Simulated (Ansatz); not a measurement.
Saddle point of Si₂H₈S, singlet (SiH₄S ([SiH3][SH]) + SiH₄ → Si₂H₆ ([SiH3][SiH3]) + H₂S; bonds formed: Si1–Si7, S2–H6; bonds broken: Si1–S2, H6–Si7), PBE0-D4/def2-TZVP structure:

Si1  (-0.868, -0.348, 0.726)
S2  (1.264, 0.104, 2.014)
H3  (-1.828, -0.438, -0.450)
H4  (-0.772, -1.767, 1.133)
H5  (-1.501, 0.677, 1.583)
H6  (0.676, 0.311, 0.330)
Si7  (0.252, 0.538, -1.408)
H8  (1.856, -1.036, 1.620)
H9  (-0.763, 1.575, -1.710)
H10  (1.622, 1.078, -1.630)
H11  (0.063, -0.695, -2.209)
(Å)

Energies are electronic, without zero-point energy. Barriers and step energies count from the start structure reached by relaxing down the imaginary mode; all methods use the PBE0-D4 structures, on which another method's saddle can fall below an end. Computed with Ansatz 0.2.0 (basis: def2-TZVPP, with def2-QZVPP for the basis limit); correlated methods freeze the cores. B3LYP uses VWN-RPA correlation. Extrapolation: Hartree–Fock as exp(−7.88 √X), correlation as X^−2.97.

```
      method  barrier (kJ/mol)  step energy (kJ/mol)
       SPW92             186.2                  40.2
      PBE-D4             212.5                  41.4
     BLYP-D4             240.5                  48.4
   r2SCAN-D4             235.8                  49.5
      B97M-V             250.5                  46.5
     PBE0-D4             237.9                  44.8
    B3LYP-D4             259.4                  50.4
  r2SCAN0-D4             252.6                  51.0
    BHLYP-D4                 ?                  54.6
CAM-B3LYP-D4                 ?                  51.6
     wB97X-V             277.2                  50.0
     wB97M-V             271.0                  54.3
      B2PLYP             272.6                  53.6
    PBE-QIDH             262.5                  51.8
  RPA on PBE             275.1                  49.8
          HF                 ?                  60.5
         MP2             273.0                  59.2
        CCSD             290.8                  50.9
     CCSD(T)             275.8                  50.6
```

Fill in the withheld barriers. (To be estimated.)

By the calculation: CAM-B3LYP-D4 278.0; BHLYP-D4 289.3; HF 358.2 kJ/mol. Each is the energy of the saddle less that of the start structure, by the same method.

For comparison, the barrier by CCSD(T) at an estimated basis limit (MP2 extrapolated from triple and quadruple zeta, plus CCSD(T) − MP2 in triple zeta) is 269.4 kJ/mol.

T1 diagnostic: at most 0.015.

Labels in which every atom is bracketed show which atoms are joined, not bond orders.

For scale, one of the runs: CCSD(T)/def2-TZVPP, 238 basis functions, launched by `ansatz run in.yaml --threads 4 --pin off --events-out ev --progress --plain --max-ram 9574MiB`. Hardware: 4 CPU threads of an Arm Neoverse V2, shared host. Wall time 51 s; peak host memory 3.9 GiB.
